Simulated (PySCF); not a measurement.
# SF4 (sulfur tetrafluoride): levels of theory compared

We compute a comparison of 5 runs (HF/STO-3G, HF/def2-SVP, B3LYP/6-31G, PBE0/def2-SVP, CCSD(T)/def2-SVP) of SF4 (sulfur tetrafluoride). The job is set up through a Python script.

The calculation is run with PySCF 2.14.0.

## 1. The structure to begin with

SF4 has 5 atoms, charge 0, and is taken as a singlet. SMILES: `FS(F)(F)F`. The coordinates come from a PBE0-D4/def2-TZVP relaxation.

Bond lengths: F1–S2 1.553 Å, S2–F3 1.649 Å, S2–F4 1.649 Å, S2–F5 1.553 Å. Angles: F1–S2–F3 87.6°, F1–S2–F4 87.6°, F1–S2–F5 101.3°, F3–S2–F4 172.5°, F3–S2–F5 87.6°, F4–S2–F5 87.6°.

## 2. Energy and forces at HF/STO-3G (run 1)

run.py

```python
# FS(F)(F)F
from pyscf import gto

mol = gto.M(
    atom='''
F     -1.060514    -0.430858     2.216271
S      0.120942    -0.675388    -0.459203
F      2.903942    -0.873053     0.928611
F     -2.721395    -0.146076    -1.621763
F      0.757024     2.125186    -1.064105
''',
    charge=0,
    unit='bohr',
    max_memory=1860,
    verbose=4,
    basis='sto-3g',
)

calc0 = mol.RHF()
calc0.conv_tol = 1e-10
calc0.kernel()
if not calc0.converged:
    calc0 = calc0.newton().run(calc0.mo_coeff, calc0.mo_occ)

etot = calc0.e_tot
print('E = %.10f Eh' % etot)
grad = calc0.nuc_grad_method().kernel()
calc0.analyze()
```

On the command line:

```bash
$ OMP_NUM_THREADS=1 python run.py
```

The log of the run:

```text
PySCF version 2.14.0

[... 59 lines left out ...]
converged SCF energy = -785.00488683129
[... 21 lines left out ...]
MO #1   energy= -91.2033042786976  occ= 2
[... 6 lines left out ...]
MO #8   energy= -6.6844999137167   occ= 2
[... 6 lines left out ...]
MO #15  energy= -0.677592644208118 occ= 2
[... 6 lines left out ...]
MO #22  energy= -0.411857757687268 occ= 2
[... 6 lines left out ...]
MO #29  energy= 0.465982909817053  occ= 0
[... 37 lines left out ...]
Dipole moment(X, Y, Z, Debye):  0.09583, -0.53411, -0.36280
```

Run time: 3.3 s. Hardware: 1 thread of Intel Xeon at 2.50GHz (Skylake/Cascade Lake), shared host; peak memory 0.12 GiB.

## 3. Energy and gradient at HF/def2-SVP (run 2)

job.py

```python
# FS(F)(F)F
import pyscf.grad
from pyscf import gto

mol = gto.M(
    atom=[
    ('F', (-0.561200, -0.228000, 1.172800)),
    ('S', (0.064000, -0.357400, -0.243000)),
    ('F', (1.536700, -0.462000, 0.491400)),
    ('F', (-1.440100, -0.077300, -0.858200)),
    ('F', (0.400600, 1.124600, -0.563100)),
],
    spin=0,
    verbose=3,
    basis='def2-svp',
    max_memory=1860,
)

myscf = mol.RHF()
myscf.conv_tol = 1e-10
myscf.kernel()
if not myscf.converged:
    myscf = myscf.newton().run(myscf.mo_coeff, myscf.mo_occ)

e_final = myscf.e_tot
print('Final energy', e_final)
grad = myscf.Gradients().kernel()
myscf.analyze()
```

On the command line:

```bash
$ OMP_NUM_THREADS=1 python job.py
```

The log of the run:

```text
converged SCF energy = -794.690214430375
[... 18 lines left out ...]
MO #9   energy= -6.96906767869321  occ= 2
[... 12 lines left out ...]
MO #22  energy= -0.664409654295522 occ= 2
[... 12 lines left out ...]
MO #35  energy= 0.840120445771103  occ= 0
[... 12 lines left out ...]
MO #48  energy= 1.57585641618496   occ= 0
[... 12 lines left out ...]
MO #61  energy= 3.4093657486629    occ= 0
[... 12 lines left out ...]
MO #74  energy= 4.0435706884741    occ= 0
[... 6 lines left out ...]
Dipole moment(X, Y, Z, Debye):  0.16640, -0.92763, -0.63041
```

Run time: 9.3 s. Hardware: 1 thread of Intel Xeon at 2.50GHz (Skylake/Cascade Lake), shared host; peak memory 0.15 GiB.

Run 3 isn't shown in full; the table further down has it.

## 4. Energy and forces at PBE0/def2-SVP (run 4)

calc.py

```python
from pyscf import gto, dft

mol = gto.Mole()
mol.atom = '''
F       -0.561200      -0.228000       1.172800
S        0.064000      -0.357400      -0.243000
F        1.536700      -0.462000       0.491400
F       -1.440100      -0.077300      -0.858200
F        0.400600       1.124600      -0.563100
'''
mol.spin = 0
mol.max_memory = 1860
mol.verbose = 3
mol.basis = 'def2-svp'
mol.build()

mf = dft.RKS(mol, xc='pbe0')
mf.grids.level = 5
mf.conv_tol = 1e-10
mf.kernel()
if not mf.converged:
    mf = mf.newton().run(mf.mo_coeff, mf.mo_occ)

e_final = mf.e_tot
print('E(%s) = %.9f' % ('PBE0', e_final))
grad = mf.nuc_grad_method().kernel()
mf.analyze()
```

On the command line:

```bash
$ OMP_NUM_THREADS=1 python calc.py
```

The log of the run:

```text
converged SCF energy = -796.512577025487
[... 18 lines left out ...]
MO #9   energy= -6.20999319595544  occ= 2
[... 12 lines left out ...]
MO #22  energy= -0.453442753286342 occ= 2
[... 12 lines left out ...]
MO #35  energy= 0.637037057850798  occ= 0
[... 12 lines left out ...]
MO #48  energy= 1.30498647617405   occ= 0
[... 12 lines left out ...]
MO #61  energy= 3.04480607851787   occ= 0
[... 12 lines left out ...]
MO #74  energy= 3.65086039974293   occ= 0
[... 6 lines left out ...]
Dipole moment(X, Y, Z, Debye):  0.11725, -0.65314, -0.44379
```

Wall time 40 s (1 thread of Intel Xeon at 2.50GHz (Skylake/Cascade Lake), shared host); peak memory 0.72 GiB.

## 5. A single-point energy at CCSD(T)/def2-SVP (run 5)

calc.py

```python
from pyscf import gto, cc

mol = gto.M(
    atom='''
F     -1.060514    -0.430858     2.216271
S      0.120942    -0.675388    -0.459203
F      2.903942    -0.873053     0.928611
F     -2.721395    -0.146076    -1.621763
F      0.757024     2.125186    -1.064105
''',
    max_memory=1860,
    unit='bohr',
    verbose=4,
    spin=0,
    basis='def2-svp',
)

mf = mol.RHF()
mf.conv_tol = 1e-10
mf.kernel()
if not mf.converged:
    mf = mf.newton().run(mf.mo_coeff, mf.mo_occ)

mycc = cc.CCSD(mf, frozen=9)
mycc.kernel()
e_t = mycc.ccsd_t()
etot = mycc.e_tot + e_t
print('Final energy', etot)
mf.analyze()
```

On the command line:

```bash
$ OMP_NUM_THREADS=1 python calc.py
```

The log of the run:

```text
PySCF version 2.14.0

[... 98 lines left out ...]
Two-electron Coulomb Energy =          670.186364520194388
[... 16 lines left out ...]
MO #14  energy= -1.06341537592357  occ= 2
[... 14 lines left out ...]
MO #29  energy= 0.263233957030903  occ= 0
[... 14 lines left out ...]
MO #44  energy= 1.46892174119581   occ= 0
[... 14 lines left out ...]
MO #59  energy= 3.35460167000758   occ= 0
[... 14 lines left out ...]
MO #74  energy= 4.04357079538697   occ= 0
[... 82 lines left out ...]
Dipole moment(X, Y, Z, Debye):  0.16640, -0.92763, -0.63041
```

Wall time 40 s (1 thread of Intel Xeon at 2.50GHz (Skylake/Cascade Lake), shared host); peak memory 0.32 GiB.

## 6. The series

| run | level | integration grid | task | energy (Eh) | dipole moment (D) of the reference | HOMO energy (eV) | LUMO energy (eV) | wall time |
| --- | --- | --- | --- | --- | --- | --- | --- | --- |
| 1 | HF/STO-3G | – | gradient | -785.004887 | 0.65 | -6.88 | 8.58 | 3.3 s |
| 2 | HF/def2-SVP | – | gradient | -794.690214 | 1.13 | -13.95 | 2.33 | 9.3 s |
| 3 | B3LYP/6-31G | 5 | gradient | -797.221377 | 1.22 | -9.57 | -2.59 | 28 s |
| 4 | PBE0/def2-SVP | 5 | gradient | -796.512577 | 0.80 | -9.64 | -1.70 | 40 s |
| 5 | CCSD(T)/def2-SVP | – | energy | -795.619014 | 1.13 | -13.95 | 2.33 | 40 s |

## 7. Outcome

| quantity | value |
| --- | --- |
| run 5: total energy | -795.61901 Eh |
| run 5: dipole moment (Hartree–Fock density) | 1.13 D |
| run 5: HOMO energy (Hartree–Fock orbitals) | -13.95 eV |
| run 5: LUMO energy (Hartree–Fock orbitals) | 2.33 eV |
| run 5: HOMO–LUMO gap (Hartree–Fock orbitals) | 16.29 eV |
| run 5: correlation energy (9 core orbitals frozen) | -928.8 mEh |
| run 5: (T) correction | -18.94 mEh |
| run 5: T1 diagnostic | 0.013 |

**Reading.** Over runs 1, 2, 3, 4 the dipole moment (its size) runs from 0.65 D (HF/STO-3G) to 1.22 D (B3LYP/6-31G). The two ends differ in method and basis. Over runs 1, 2, 3, 4 the HOMO–LUMO gap runs from 6.98 eV (B3LYP/6-31G) to 16.29 eV (HF/def2-SVP). Totals of different functionals can't be ranked against each other. In run 1 the basis is minimal, so the values are rough. All runs together took 2 min, the longest 40 s.
